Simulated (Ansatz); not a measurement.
# SiCCl (sextet): wave-function methods side by side, def2-TZVPP

An exercise on one series of results from a longer session: the logs are not shown, and one member is left open.

Method: def2-TZVPP, core rule «outside noble gas», up to 11 orbitals frozen; program: Ansatz 0.2.0, Gaussian basis.

The runs, in order: UHF; ROHF; CCSD(T) on UHF.

### What is computed

The geometry is a PBE0/def2-TZVP stationary point (not a proven minimum) of the parent state, kept for this charge and spin.

3 atoms, charge 0, spin multiplicity 6.

Atoms are counted from 1 here; the program's logs count them from 0.

Bond lengths: C1–Si2 1.858 Å, Si2–Cl3 2.076 Å. Angles: C1–Si2–Cl3 103.7°.

Set-up of the first run:

Contents of in.yaml:

```yaml
crystal:
  periodic: [false, false, false]
  atoms:
    - {symbol: C, position_ang: [0.000000, -0.896812, 1.818922]}
    - {symbol: Si, position_ang: [0.000000, 0.607235, 0.728623]}
    - {symbol: Cl, position_ang: [0.000000, -0.177225, -1.193419]}
basis:
  gaussian: {orbitals: def2-TZVPP}
magnetization: {spin_polarized: true, initial_magnetization: 5}
hamiltonian: {xc: hf}
output: {orbitals: {seedname: orbitals}}
```

Run with:

```bash
> ansatz run in.yaml --threads 1 --pin off --events-out ev --progress --plain --max-ram 4096MiB --backend cpu
```

Steps of the session up to this table: UHF; ROHF; CCSD(T) on UHF.

One of the session's tables, all rows but one given; the rest of the session is left out.

It belongs to the step «Misses and costs». 

```
  method  from UCCSD(T) (meV)
    ROHF             +10223.0
     UHF                    ?
    UMP2              +1461.2
   UCCSD               +431.6
UCCSD(T)                    0
```

Q: Estimate the row for UHF from the others.

As computed: from UCCSD(T) (meV): +10125.8. In the column «from UCCSD(T) (meV)» it lies between UMP2 (+1461.2) and ROHF (+10223.0).
